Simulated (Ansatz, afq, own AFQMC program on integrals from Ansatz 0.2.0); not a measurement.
Where AFQMC and coupled cluster stand for B₂H, quartet

```tsv
atom	x (Å)	y (Å)	z (Å)
B	-0.6285	0.0000	0.3980
B	0.5984	0.0000	-0.5000
H	0.3223	0.0000	1.0939
```

Connectivity, by distances: BH–B.

Basis 6-31G. Only valence electrons are correlated. AFQMC by an in-house program on the Cholesky factors that Ansatz 0.2.0 writes for its CCSD(T) run. ph-AFQMC/CISD is guided by a CISD state made of CCSD amplitudes; releasing the constraint for a short imaginary time cuts its bias at the price of noise, slowly where states lie close. ± is one standard error of the sampling.

Determinant: UHF, the one that the program's search chose, which needn't be the lowest solution. The geometry is a point of a scan.

Full CI on the same integrals is exact in this basis and with this determinant's frozen core.

Cautions: lower spins were not checked.

The T1 diagnostic is 0.0284 and the weight of the determinant in the CISD state is 0.919. The ⟨S²⟩ of the determinant is 3.765 and the size of the correlated space is 7 electrons in 18 orbitals.

```json
{"level": "MP2", "correlation energy (eV)": "-1.8191"}
{"level": "CCSD", "correlation energy (eV)": "-2.4087"}
{"level": "CCSD(T)", "correlation energy (eV)": "-2.4856"}
```

Estimate where AFQMC with the constraint released lies against CCSD(T) on the same integrals.

26.9 ± 1.7 meV below CCSD(T).

Reference: full CI, correlation energy -2.515 eV. The released energy is read at 2.40 1/Eh (meV from the phaseless value at times in 1/Eh: -0.5 ± 1.8 at 0.24, -4.3 ± 1.9 at 0.51, -6.5 ± 1.3 at 0.99, -6.9 ± 1.7 at 1.62, -8.1 ± 1.7 at 2.40).

| level | E − E(reference) (meV) | share of correlation (%) |
| --- | --- | --- |
| CCSD(T) | 29.2 | 98.84 |
| CCSDT | 4.7 | 99.81 |
| CCSDT(Q) | 0.9 | 99.96 |
| CCSDTQ | 0.3 | 99.99 |
| ph-AFQMC/CISD | 10.4 ± 1.6 | 99.59 |
| released AFQMC | 2.3 ± 1.7 | 99.91 |

CCSDT and higher add their correlation energy to the determinant of the CCSD(T) run, since their own runs factorise the integrals more tightly (a shift of under 2 meV). A walk keeps the symmetry of its determinant, which the program's search chose and which needn't be the lowest solution, so a lower state of the same spin and another symmetry isn't excluded. Released energies are given only where the last usable release times agree within the noise; a slower fall can still hide under it.
